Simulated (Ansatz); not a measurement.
Eight cases of bond dissociation energy with Al to Br (electronic energies, kJ/mol), geometries: B3LYP-D3(BJ)/def2-TZVP. Functionals by Ansatz (a program for electronic structure) in def2-TZVPD; columns hold the difference against the high level (Ansatz, AFQMC by cisd_afqmc): A = CCSD(T)/CBS(cc-pV(Q+d)Z,cc-pV(5+d)Z) + [CCSDT(Q) - CCSD(T)]/cc-pV(D+d)Z + core + X2C; B = CCSD(T)/CBS(cc-pV(T+d)Z,cc-pV(Q+d)Z) + [CCSDT(Q) - CCSD(T)]/cc-pV(D+d)Z + core + X2C; C = CCSD(T)/CBS(cc-pV(T+d)Z,cc-pV(Q+d)Z) + [CCSDT(Q) - CCSD(T)]/cc-pV(T+d)Z + core + X2C; D = CCSD(T)/CBS(cc-pVQZ,cc-pV5Z) + [CCSDT(Q) - CCSD(T)]/cc-pVDZ; E = CCSD(T)/CBS(cc-pVQZ,cc-pV5Z) + [CCSDT(Q) - CCSD(T)]/cc-pVTZ + [CCSDTQ - CCSDT(Q)]/cc-pVDZ; F = CCSD(T)/CBS(cc-pVTZ,cc-pVQZ) + [CCSDT(Q) - CCSD(T)]/cc-pVDZ. The cases were drawn at random from those of this class that have a high level and all functionals, leaving out states under which another spin lies or may lie. Left out are anions, K, Ca, elements past Kr, ionisation of Li, Na and Mg, pi-pi* triplets of linear molecules and other triplets made from a closed-shell parent. Runs that doubt their state, and full CI more than 15 mEh from coupled cluster, are set aside; a case stays where another high level and all functionals remain. AFQMC serves as high level only in triple zeta or larger, with a steady walk, a bar under 0.8 kcal/mol and agreement with other high levels or trials where they ran; where none ran, an unstable determinant or (outside 3d species) a high T1 diagnostic also bars it, so strongly correlated cases are thinned. No case was kept or dropped by the size of a functional's miss. Each difference is the functional minus the high level; affinities count positive where energy is released, gaps as the second state minus the first. Radicals and triplets start from unrestricted determinants; spin-orbit coupling is neglected. Correlated methods leave the cores frozen (noble-gas shells, and filled d and f shells in the p block). Rows without X2C or -DK are non-relativistic. CBS(X,Y): correlation extrapolated as X^-3, Hartree-Fock from the larger set (Q,5: extrapolated as (X+1)exp(-9√X)). A bracket is a step between two methods taken in the basis named. The functionals are non-relativistic, so their misses hold any scalar relativity. Double hybrids freeze cores in their MP2 part. '+ core + X2C': CCSD(T) terms for core correlation (cc-pwCVTZ, 1s frozen past Ne) and scalar relativity (cc-pVTZ-DK). Where a partner has so few electrons that a lower coupled-cluster level is exact, that level stands in. Spin-orbit terms, left out, reach several kcal/mol for Br and I, and more for heavier atoms. The restricted determinant of CH4Si (C=[SiH2], singlet) is unstable towards broken spin symmetry in at least one set run. The UHF reference of CH3Si ([CH]=[SiH2], doublet) is spin-contaminated (<S^2> up to 0.40 over the pure value in the sets run). The UHF reference of C2H3 ([CH]=C, doublet) is spin-contaminated (<S^2> up to 0.19 over the pure value in the sets run).

```json
[
 {"case": "SiF4 (tetrafluorosilane, SMILES [Si](F)(F)(F)F) → SiF3 (SMILES F[Si](F)F, doublet) + F (doublet)", "level": "B", "value": "704.1", "PBE": "-35.3", "wB97M-V": "-13.8", "B2PLYP": "-25.7"},
 {"case": "CH4Si (methylidenesilane, SMILES [SiH2]=C) → CH3Si (SMILES [CH]=[SiH2], doublet) + H (doublet)", "level": "C", "value": "481.2", "PBE": "-13.5", "wB97M-V": "-1.4", "B2PLYP": "-5.7"},
 {"case": "CH2BrF (SMILES BrCF) → F (doublet) + CH2Br (SMILES [CH2]Br, doublet)", "level": "D", "value": "474.4", "PBE": "14.0", "wB97M-V": "0.0", "B2PLYP": "-10.4"},
 {"case": "C2H3Cl (SMILES C=CCl) → C2H3 (SMILES [CH]=C, doublet) + Cl (doublet)", "level": "A", "value": "412.7", "PBE": "4.6", "wB97M-V": "1.4", "B2PLYP": "-15.6"},
 {"case": "HSeF (SMILES F[SeH]) → SeF (SMILES F[Se], doublet) + H (doublet)", "level": "E", "value": "334.4", "PBE": "-11.9", "wB97M-V": "-6.8", "B2PLYP": "-12.8"},
 {"case": "CH4S (SMILES CS) → CH3S (SMILES [CH2]S, doublet) + H (doublet)", "level": "A", "value": "428.1", "PBE": "-20.9", "wB97M-V": "-2.0", "B2PLYP": "-11.1"},
 {"case": "C2H6S (ethanethiol, SMILES CCS) → CH3 (SMILES [CH3], doublet) + CH3S (SMILES [CH2]S, doublet)", "level": "B", "value": "377.3", "PBE": "-16.0", "wB97M-V": "-0.7", "B2PLYP": "-19.0"},
 {"case": "C3H7Br (2-bromopropane, SMILES CC(C)Br) → C3H7 (SMILES C[CH]C, doublet) + Br (doublet)", "level": "F", "value": "322.2", "PBE": "-8.7", "wB97M-V": "-8.7", "B2PLYP": "-20.4"}
]
```

Over these rows, PBE: mean -11.0, mean absolute 15.6, median absolute 13.8, largest -35.3; wB97M-V: mean -4.0, mean absolute 4.4, median absolute 1.7, largest -13.8; B2PLYP: mean -15.1, mean absolute 15.1, median absolute 14.2, largest -25.7 kJ/mol. PBE lies above in 2 and below in 6 of the eight.
